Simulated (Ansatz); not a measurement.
The input, for Ansatz 0.2.0:

```yaml
crystal:
  periodic: [false, false, false]
  atoms:
    - {symbol: Ga, position_ang: [0.000000, -0.022229, 0.000000]}
    - {symbol: H, position_ang: [0.000000, 0.768845, -1.383112]}
    - {symbol: H, position_ang: [0.000000, 0.768845, 1.383112]}
basis:
  gaussian: {orbitals: aug-cc-pVDZ}
magnetization: {spin_polarized: false, initial_magnetization: 1}
correlation: {method: ccsd_t, electrons: outside_noble_gas}
output: {forces: true}
```

```sh
$ ansatz run in.yaml --threads 1 --pin off --events-out ev --progress --plain --max-ram 2393MiB
```

Output:

```
576 factors; integrals over basis functions are off by at most 4.2e-4 eV
mean field evaluation 1: about -52362.9440 eV, gradient 6.9e0 eV
mean field evaluation 2: about -52362.9450 eV, gradient 6.9e0 eV
mean field evaluation 4: about -52363.5689 eV, gradient 6.8e-1 eV
mean field evaluation 8: about -52363.5740 eV, gradient 2.9e-4 eV
mean field evaluation 16: about -52363.5740 eV, gradient 1.7e-6 eV
mean field evaluation 32: about -52361.4022 eV, gradient 4.1e0 eV
mean field -52363.57395995 eV, -1924.3258497230 hartree, gradient 1.7e-6 eV, S^2 0.750000; 1 other end points of the search recorded, 0 dependent functions left out
determinant -52363.57395995 eV, -1924.3258497230 hartree, with singles and doubles -52365.72416144 eV, -1924.4048681701 hartree
determinant -52361.57101629 eV, -1924.2522429010 hartree, with singles and doubles -52364.01444903 eV, -1924.3420373980 hartree
14 core orbitals not correlated: weight in the atoms' cores, before any rotation towards them, 0.999 or more for the frozen orbitals, at most 0.001 for the correlated occupied ones
reference -52363.57395995 eV, -1924.3258497230 hartree; 3, 2 occupied and 37, 38 virtual orbitals, 576 factors
second order -1.58630537 eV of doubles, -0.01866421 eV of singles
cycle   1  -2.13162225 eV  change   -9.5e-2 eV  update   1.7e-2
cycle   2  -2.13728900 eV  change   -5.7e-3 eV  update   6.4e-3
cycle   3  -2.14103895 eV  change   -3.7e-3 eV  update   2.1e-3
cycle   4  -2.14196766 eV  change   -9.3e-4 eV  update   7.0e-4
cycle   5  -2.14218630 eV  change   -2.2e-4 eV  update   2.9e-4
cycle   6  -2.14227995 eV  change   -9.4e-5 eV  update   1.1e-4
cycle   7  -2.14231201 eV  change   -3.2e-5 eV  update   4.0e-5
cycle   8  -2.14231249 eV  change   -4.8e-7 eV  update   1.3e-5
cycle   9  -2.14231028 eV  change    2.2e-6 eV  update   4.4e-6
cycle  10  -2.14230984 eV  change    4.4e-7 eV  update   1.7e-6
cycle  11  -2.14230993 eV  change   -9.8e-8 eV  update   6.3e-7
perturbative correction -0.03463329 eV, -0.0012727500 hartree
the calculation of the forces begins
mean field evaluation 64: about -52363.5733 eV, gradient 1.8e-2 eV
Total energy: -52365.75090318 eV, -1924.4058509110 hartree
Atom 0 at     0.000000    -0.022229     0.000000 Å, force     0.000000    -0.214636    -0.000000 eV/Å
Atom 1 at     0.000000     0.768845    -1.383112 Å, force    -0.000000     0.107318    -0.178550 eV/Å
Atom 2 at     0.000000     0.768845     1.383112 Å, force     0.000000     0.107318     0.178550 eV/Å
Dipole moment:    -0.000000    -0.055234     0.000000 e Å
```

Forces (eV/Å):
```
Ga   0.000 -0.215  0.000
H    0.000  0.107 -0.179
H    0.000  0.107  0.179
```

For the same geometry and basis full CI lies 12.9 meV lower.

Ran on 1 thread of Arm Neoverse V1, shared host: 3.2 s wall, 0.16 GiB peak host memory.
